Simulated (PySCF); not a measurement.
C₂H₃, SMILES [CH]=C, multiplicity 2.

The structure is a stationary point at PBE0-D3(BJ)/def2-TZVP. The isomer is the one that the SMILES or the coordinates give; other isomers of the formula were not compared.

Two levels are set side by side: PBE/def2-TZVPD (PySCF) and r2SCAN/def2-TZVPD (PySCF). Same geometry, gas phase. Differences are taken from unrounded values.

| quantity | r2SCAN | PBE | PBE minus r2SCAN |
|---|---|---|---|
| α-spin orbital gap (eV) | 5.19 | 4.39 | -0.79 |
| β-spin orbital gap (eV) | 4.80 | 3.80 | -1.00 |
| dipole moment (D) | 0.67 | 0.71 | 0.04 |
| mean polarisability (bohr³) | 26.5 | 27.3 | 0.8 |

Rough cost on one machine, each run with all the roots and properties that it gave: r2SCAN against PBE about 2 times.
